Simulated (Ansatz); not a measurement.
# SSi: the cost of one run

Method: the levels named in each step, in Ansatz 0.2.0.

**1. The starting structure**

Bond lengths: Si1–S2 2.000 Å.

Structure file:

```xyz
2

Si    0.0000    0.0000    0.0000
S     0.0000    0.0000    1.9999
```

**2. A rough first relaxation, PBE-D4/def2-SVP**

This run stands in another session on the same molecule. It ended at:

```xyz
2

Si    0.0000    0.0000    0.0190
S     0.0000    0.0000    1.9809
```

**3. Relaxation, PBE0-D4/def2-TZVPP**

This run stands in another session on the same molecule. It ended at:

```xyz
2

Si    0.0000    0.0000    0.0351
S     0.0000    0.0000    1.9649
```

**4. Relaxation, CCSD(T)/cc-pV(T+d)Z**

Contents of input.yaml:

```yaml
crystal:
  periodic: [false, false, false]
  atoms:
    - { symbol: Si, position_ang: [0.0, 0.0, 0.03507713] }
    - { symbol: S, position_ang: [0.0, 0.0, 1.96485287] }
basis:
  gaussian: { orbitals: "cc-pV(T+d)Z.json" }
correlation:
  method: ccsd_t
relax:
  f_tol: 0.002
  max_steps: 40
```

Command:

```bash
ansatz run input.yaml --threads 2 --pin off --max-ram 5120MiB --backend cpu --events-out ev --progress --plain --runs-dir out
```

**Question.** How long does this run take on 2 threads of INTEL XEON PLATINUM 8581C at 2.10GHz (Emerald Rapids), shared host, and how much memory does it need?

About 6.2 s, with a peak of 0.25 GiB.
